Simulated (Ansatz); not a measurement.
Process, species as SMILES: CO (CH3-OH) → C atom + 4 H atom + O atom
B3LYP-D3(BJ)/def2-TZVP geometries, fixed; electronic energies without zero-point terms.

Energies in hartree at MP2 with Ansatz (a quantum-chemistry and plane-wave program); the atomisation energy is their sum with the coefficients shown, times 627.509 kcal/mol a hartree. All functions are spherical. Cores are frozen. Open shells are unrestricted. No added dispersion term, no relativity.

| species | coefficient | part | cc-pVDZ | cc-pVTZ | cc-pVQZ |
|---|---|---|---|---|---|
| CO (CH3-OH) | -1 | Hartree-Fock | -115.04907 | -115.08908 | -115.09858 |
| CO (CH3-OH) | -1 | correlation | -0.33844 | -0.42830 | -0.45962 |
| C atom | +1 | Hartree-Fock | -37.68654 | -37.69157 | -37.69331 |
| C atom | +1 | correlation | -0.05176 | -0.06692 | -0.07206 |
| H atom | +4 | Hartree-Fock | -0.49928 | -0.49981 | -0.49995 |
| O atom | +1 | Hartree-Fock | -74.79217 | -74.81176 | -74.81729 |
| O atom | +1 | correlation | -0.10196 | -0.14315 | -0.15759 |

Predict the atomisation energy in cc-pV5Z (X = 5): let each Hartree-Fock step shrink by the ratio of the last two, and fit each correlation energy at X = 3 and 4 to E + A/X^3. Compare with the run.


- CO (CH3-OH): steps -0.04001 and -0.00950, ratio 0.237, so Hartree-Fock -115.10083 (run: -115.10118); A = (-0.42830 - (-0.45962))/(1/27 - 1/64) = 1.4627, correlation -0.45962 - A/64 + A/125 = -0.47077 (run: -0.47201).
- C atom: steps -0.00503 and -0.00174, ratio 0.346, so Hartree-Fock -37.69391 (run: -37.69368); A = (-0.06692 - (-0.07206))/(1/27 - 1/64) = 0.2401, correlation -0.07206 - A/64 + A/125 = -0.07389 (run: -0.07415).
- H atom: steps -0.00053 and -0.00014, ratio 0.264, so Hartree-Fock -0.49999 (run: -0.49999).
- O atom: steps -0.01959 and -0.00553, ratio 0.282, so Hartree-Fock -74.81885 (run: -74.81878); A = (-0.14315 - (-0.15759))/(1/27 - 1/64) = 0.6744, correlation -0.15759 - A/64 + A/125 = -0.16273 (run: -0.16368).
Predicted 515.98 kcal/mol; the run in cc-pV5Z gives 516.40, a miss of -0.43. Keeping the value in cc-pVQZ, 513.40, would miss by -3.01. All sums are of the energies as printed.
